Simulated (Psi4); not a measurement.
# CAM-B3LYP/jun-cc-pVDZ (sweep point 2) run of CH4OSi (SMILES CO[SiH])

Aim: the vertical ionisation energy of CH4OSi at CAM-B3LYP/jun-cc-pVDZ (sweep point 2), from 2 runs. The job is set up through a Python script.

The results are computed with Psi4 1.11.

### 1 The system as given

CH4OSi has 7 atoms, charge 0, and is taken as a singlet. As SMILES, `CO[SiH]`. Geometry: relaxed at PBE0-D4/def2-TZVP. This is one conformer, not always the lowest.

Bond lengths: C1–O2 1.410 Å, O2–Si3 1.639 Å, C1–H4 1.092 Å, C1–H5 1.095 Å, C1–H6 1.092 Å, Si3–H7 1.552 Å. Angles: C1–O2–Si3 130.6°, O2–C1–H4 109.2°, O2–C1–H5 110.9°, O2–C1–H6 109.2°, O2–Si3–H7 97.1°, H4–C1–H5 109.5°, H4–C1–H6 108.5°, H5–C1–H6 109.5°.

### 2 The energy at CAM-B3LYP/jun-cc-pVDZ (sweep point 2)

The input, run.py:

```python
import psi4

psi4.set_memory('1600 MB')
psi4.set_num_threads(1)
psi4.set_output_file('run.log', False)

m = psi4.geometry("""
0 1
C     -0.512400     0.485500    -0.338500
O     -0.443200    -0.446500     0.717600
Si     0.796900    -1.387300     1.229900
H     -1.296400     0.180800    -1.035500
H      0.443800     0.547500    -0.868700
H     -0.769300     1.467500     0.065400
H      1.841700    -0.915600     0.184100
symmetry c1
""")

psi4.set_options(dict(basis='jun-cc-pVDZ', puream=True, scf_type='pk', dft_radial_points=99, dft_spherical_points=590))

E = psi4.energy('cam-b3lyp')
print(f'total energy {E:.8f} hartree = {E * 27.211386:.5f} eV')
```

Launch:

```
$ python run.py
```

run.log:

```text
[...]
  Running in c1 symmetry.
[...]
  Nuclear repulsion =  101.069904478392957
[...]
  Multiplicity = 1
[...]
  Nalpha       = 16
  Nbeta        = 16
[...]
    Number of basis functions: 78
[...]
   @RKS iter   1:  -404.97459108169181   -4.92015e-01   8.16095e-03 DIIS/ADIIS
[...]
   @RKS iter   8:  -405.15865135826101   -2.99880e-08   5.88579e-07 DIIS
[...]
    Orbital Energies [Eh]
    ---------------------
    Doubly Occupied:
       1A    -66.238923     2A    -19.240485     3A    -10.317941
       4A     -5.381249     5A     -3.743346     6A     -3.740117
       7A     -3.734445     8A     -1.117786     9A     -0.783125
      10A     -0.610383    11A     -0.536791    12A     -0.534714
      13A     -0.473645    14A     -0.388829    15A     -0.386935
      16A     -0.288391
[...]
  @RKS Final Energy:  -405.15865135826101
   => Energetics <=
    Nuclear Repulsion Energy =            101.0699044783929565
    One-Electron Energy =                -758.7483545186685205
    Two-Electron Energy =                 279.6594608318649193
    DFT Exchange-Correlation Energy =     -27.1396621498503130
    Empirical Dispersion Energy =           0.0000000000000000
    VV10 Nonlocal Energy =                  0.0000000000000000
    Total Energy =                       -405.1586513582610110
[...]
 Multipole Moments:
 ------------------------------------------------------------------------------------
     Multipole            Electronic (a.u.)      Nuclear  (a.u.)        Total (a.u.)
 ------------------------------------------------------------------------------------
 L = 1.  Multiply by 2.5417464519 to convert [e a0] to [Debye]
 Dipole X            :          0.4097993           -0.3626770            0.0471222
 Dipole Y            :         -3.1681290            3.6121422            0.4440132
 Dipole Z            :          3.5073919           -4.0483827           -0.5409908
 Magnitude           :                                                    0.7014551
[...]
```

Standard output:

```text
total energy -405.15865136 hartree = -11024.92845 eV
```

It took 14 s on 1 thread of AMD EPYC 9R14 (Zen 4), shared host; peak memory 1.3 GiB.

### 3 The doublet cation at the same level

The input, calc.py:

```python
import psi4

psi4.set_memory(1600000000)
psi4.set_num_threads(1)
psi4.set_output_file('run.log', False)

geom = psi4.geometry("""
1 2
C     -0.512400     0.485500    -0.338500
O     -0.443200    -0.446500     0.717600
Si     0.796900    -1.387300     1.229900
H     -1.296400     0.180800    -1.035500
H      0.443800     0.547500    -0.868700
H     -0.769300     1.467500     0.065400
H      1.841700    -0.915600     0.184100
symmetry c1
""")

options = {'basis': 'jun-cc-pVDZ', 'reference': 'uks', 'puream': True, 'scf_type': 'pk', 'dft_radial_points': 99, 'dft_spherical_points': 590, 'maxiter': 150}
psi4.set_options(options)

e_tot, wfn = psi4.energy("cam-b3lyp", molecule=geom, return_wfn=True)
print(f'cam-b3lyp energy: {e_tot:.10f} Eh')
```

Launch:

```
$ python calc.py
```

run.log:

```text
[...]
  Running in c1 symmetry.
[...]
  Nuclear repulsion =  101.069904478392957
[...]
  Multiplicity = 2
[...]
  Nalpha       = 16
  Nbeta        = 15
[...]
    Number of basis functions: 78
[...]
   @UKS iter   1:  -404.63594457448420   -1.53368e-01   8.01145e-03 ADIIS/DIIS
[...]
   @UKS iter  10:  -404.82822477106788   -2.59033e-08   4.47718e-07 DIIS
[...]
   @S^2 Observed:                7.600732681E-01
[...]
    Orbital Energies [Eh]
    ---------------------
    Alpha Occupied:
       1A    -66.568062     2A    -19.483499     3A    -10.506954
       4A     -5.704740     5A     -4.065869     6A     -4.063635
       7A     -4.061287     8A     -1.350965     9A     -0.991327
      10A     -0.852167    11A     -0.761363    12A     -0.735349
      13A     -0.723855    14A     -0.608800    15A     -0.603471
      16A     -0.598731
    Alpha Virtual:
      17A     -0.289349    18A     -0.187114    19A     -0.123480
      20A     -0.111235    21A     -0.088091    22A     -0.078039
      23A     -0.077340    24A     -0.046502    25A     -0.045074
[...]
  @UKS Final Energy:  -404.82822477106788
   => Energetics <=
    Nuclear Repulsion Energy =            101.0699044783929565
    One-Electron Energy =                -750.5746070710904405
    Two-Electron Energy =                 271.6365493851761244
    DFT Exchange-Correlation Energy =     -26.9600715635464994
    Empirical Dispersion Energy =           0.0000000000000000
    VV10 Nonlocal Energy =                  0.0000000000000000
    Total Energy =                       -404.8282247710678803
[...]
 Multipole Moments:
 ------------------------------------------------------------------------------------
     Multipole            Electronic (a.u.)      Nuclear  (a.u.)        Total (a.u.)
 ------------------------------------------------------------------------------------
 L = 1.  Multiply by 2.5417464519 to convert [e a0] to [Debye]
 Dipole X            :          1.4848779           -0.3626770            1.1222009
 Dipole Y            :         -4.2078495            3.6121422           -0.5957073
 Dipole Z            :          4.2135695           -4.0483827            0.1651868
 Magnitude           :                                                    1.2812060
[...]
```

Standard output:

```text
cam-b3lyp energy: -404.8282247711 Eh
```

Run time: 25 s. Hardware: 1 thread of AMD EPYC 9R14 (Zen 4), shared host; peak memory 1.3 GiB.

### 4 What came out

Level: CAM-B3LYP/jun-cc-pVDZ (sweep point 2).

| quantity | value |
| --- | --- |
| singlet CH4OSi: total energy | -405.15865 Eh |
| singlet CH4OSi: dipole moment | 1.78 D |
| singlet CH4OSi: HOMO energy | -7.85 eV |
| singlet CH4OSi: LUMO energy | -0.99 eV |
| singlet CH4OSi: HOMO–LUMO gap | 6.85 eV |
| doublet cation: total energy | -404.82822 Eh |
| doublet cation: HOMO energy (highest over α and β) | -16.29 eV |
| doublet cation: LUMO energy (lowest over α and β) | -10.15 eV |
| doublet cation: ⟨S²⟩ | 0.760 |
| vertical ionisation energy (to the doublet cation) | 8.991 eV |

**Reading.** The vertical ionisation energy comes to 8.99 eV (868 kJ/mol). The negative HOMO energy of the first species, 7.85 eV, lies 1.14 eV below that difference.
